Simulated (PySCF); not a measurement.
**Silicon: a sound run and one with changed settings**

Sound run: Si [Ne] 3s2 3p2, Si⁺ [Ne] 3s2 3p1. All numbers are calculated (PySCF 2.14, scalar relativity by spin-free X2C-1e, in aug-cc-pVDZ-DK (5s4p2d, 27 functions)). The sound run starts from symmetry-adapted Hartree-Fock orbitals and uses a fine grid where one is needed.

A second run was set up differently.

| species | method | sound run (hartree) | changed run (hartree) | converged |
| --- | --- | --- | --- | --- |
| Si | UHF | -289.45293 | -289.44999 | no |
| Si | TPSS | -289.99366 | -289.99339 | no |
| Si | MN15 | -289.94404 | -289.94392 | no |
| Si⁺ | UHF | -289.17216 | -289.16768 | no |
| Si⁺ | TPSS | -289.69205 | -289.69166 | no |
| Si⁺ | MN15 | -289.64643 | -289.64589 | no |

What was changed?
A. all electrons correlated in a valence basis
B. a valence shell is frozen
C. basis contracted for another Hamiltonian
D. too few SCF iterations

D. It used initial guess atom, at most 2 SCF cycles. The SCF was stopped early; the energies are upper bounds that still move, and correlated levels were skipped or rest on poor orbitals.
